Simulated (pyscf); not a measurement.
hydrogen chloride (HCl) + HO–Sn(Cl)(Cl)–Cl → Cl–Sn(Cl)(Cl)–Cl + water (H₂O) (four-centre exchange; singlet surface; Cl–H, O–Sn broken, Cl–Sn, H–O formed). Single points on ωB97X-D3(BJ)/def2-SVP structures (PySCF, gas phase). Energies in kcal/mol from the separated reactants.

```csv
level,barrier,reaction energy
ωB97X-D3(BJ)/def2-TZVP,0.2,-16.0
PBE/def2-TZVP,0.5,-13.1
r²SCAN/def2-TZVP,-0.5,-13.3
B3LYP-D3(BJ)/def2-TZVP,1.5,-14.2
M06-2X/def2-TZVP,0.8,-13.7
ωB97M-D3(BJ)/def2-TZVP,3.1,-13.7
```

On the reactant side the descent ends in a complex, 5.4 kcal/mol under the separated species and 5.5 kcal/mol under the saddle at ωB97X-D3(BJ)/def2-TZVP. On the product side the descent ends in an adduct with a O–Sn contact (not fully relaxed), 9.6 kcal/mol under the separated species and 25.8 kcal/mol under the saddle at ωB97X-D3(BJ)/def2-TZVP. At r²SCAN the saddle lies under the separated reactants, which points to a path from their complex (located at ωB97X-D3(BJ) alone). What is counted as broken (O–Sn) persists as a longer contact in the product adduct; parting that adduct is a step of its own. One saddle was located; it need not be the lowest between these sides. Elements past Kr carry the def2 core potentials, without spin-orbit coupling.
